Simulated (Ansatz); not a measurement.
Results of HSE06-D3(BJ) in Ansatz (plane waves, PAW) for rock-salt RbBr.

Numerical settings: plane-wave cutoff 460 eV, 6×6×6 k mesh, Fermi–Dirac smearing 0.01 eV, scalar-relativistic PAW data made under PBE.

On both sides of the equilibrium volume: at 37.987 Å³/atom the pressure is 0.50 GPa and the direct gap at Γ 5.690 eV; at 40.283 Å³/atom they are -0.43 GPa and 5.521 eV. The fitted bulk modulus is 15.8 GPa.

Q: Work out the volume deformation potential of this gap and its pressure coefficient, in two ways.

A: a_V = dE_g/d ln V = (5.521 − 5.690)/ln(40.283/37.987) = -2.88 eV. Since dP = −B d ln V, dE_g/dP = −a_V/B = 182 meV/GPa. Straight from the pressures: (5.690 − 5.521)/(0.50 − (-0.43)) = 182 meV/GPa. At this level and over this range the gap at Γ widens under pressure.

Spin–orbit coupling is not included.

Ansatz is a program for electronic structure.
